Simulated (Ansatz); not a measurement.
Compare A (`FC1=CCC1F`) with its isomer B (`F/C=C\C=C/F`).

Isolated molecules relaxed with PBE0-D4/def2-TZVP in Ansatz; ΔE leaves out vibrations. CCSD(T)/CBS adds triple-zeta CCSD(T) − MP2 to the extrapolated MP2 energy (def2 sets, frozen cores). DFT in def2-TZVPP. B3LYP here is the variant with VWN-RPA as its local correlation; programs differ in this. One conformer a species, not always the lowest.

Task: Which is lower in electronic energy at CCSD(T)/CBS, and by how much? (Estimate.)

Result: Computed: B, by 8.6 kcal/mol.

Task: Give E(B) − E(A) in kcal/mol with PBE-D4, MP2/def2-TZVPP, CCSD/def2-TZVPP, B3LYP, PBE0-D4, B3LYP-D4, HF/def2-TZVPP. (An estimate is asked.)

Result: The calculation gave: PBE-D4 -9.4, MP2/def2-TZVPP -7.0, CCSD/def2-TZVPP -8.3, B3LYP -13.6, PBE0-D4 -6.7, B3LYP-D4 -13.2, HF/def2-TZVPP -11.5. None reverses the order clearly.

Largest T1 diagnostic: 0.013.

In def2-TZVPP, CCSD(T) changes the Hartree–Fock value by +2.8 kcal/mol (the triples alone add −0.4 kcal/mol) and MP2 by +4.5 kcal/mol. From PBE to PBE0 (25 % exact exchange), in def2-TZVPP and without D4, E(B) − E(A) moves by +2.7 kcal/mol.
